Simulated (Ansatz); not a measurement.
This geometry of BClFH + H (5 atoms, charge 0, multiplicity 2) is a first-order saddle point.

Computed with UKS PBE0-D4/def2-SVP (Ansatz 0.2.0).

```xyz
5
Properties=species:S:1:pos:R:3
B 0.020 0.246 0.080
Cl 0.044 0.596 2.064
H 1.036 -0.324 -0.240
F -1.182 -0.151 -0.310
H -0.030 -0.367 3.042
```

(1) Which two structures does it join? (They come from a converged band through this point; their orientation in space is the band's.)

(2) How far does it lie above each of them?

Answers

(1) Bonds broken: B1–Cl2. Bonds formed: Cl2–H5. BClFH + H becomes BFH + ClH.

Image 0:

```xyz
5
Properties=species:S:1:pos:R:3
B 0.002 0.000 -0.208
Cl -0.009 0.000 1.537
H 1.037 0.000 -0.820
F -1.143 0.000 -0.847
H 0.000 0.000 4.973
```

Image 6:

```xyz
5
Properties=species:S:1:pos:R:3
B -0.080 0.400 -0.164
Cl 0.782 0.086 2.519
H 0.870 -0.214 -0.611
F -1.225 -0.194 0.074
H -0.459 -0.078 2.817
```

(2) 110.1 kJ/mol above the first and 19.1 kJ/mol above the second. This is the barrier of this one path; another mechanism may lie lower.

Time of the run: 110 s on 1 thread of Intel(R) Xeon(R) 6975P-C (Granite Rapids), on a shared host, peak memory 0.14 GiB.
